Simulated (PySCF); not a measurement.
# Electron affinity of Li by level of theory

Li⁻ [He] 2s2 (1S) → Li [He] 2s1 (2S), as a difference of total energies. Calculation: PySCF 2.14, in aug-cc-pCVTZ-DK; the spin-free X2C one-electron Hamiltonian (Gaussian nucleus). Correlated levels: valence and next inner shell: nothing frozen. The calculations carry no spin-orbit coupling.

| method | electron affinity (eV) |
| --- | --- |
| UHF | -0.124 |
| MP2 (valence and next inner shell) | 0.354 |
| SCS-MP2 (valence and next inner shell) | 0.448 |
| CCSD (valence and next inner shell) | 0.607 |
| CCSD(T) (valence and next inner shell) | 0.614 |

Errors of the correlated levels include the incompleteness of this basis.

A negative affinity means that the anion lies above the atom at that level of theory.

The coupled-cluster amplitudes are large for Li⁻ (T1 above 0.03 or a double amplitude above 0.15), so a single reference is strained.

For comparison: 0.618 eV (measured; photodetachment measurements, as compiled on the Wikipedia data page of electron affinities).
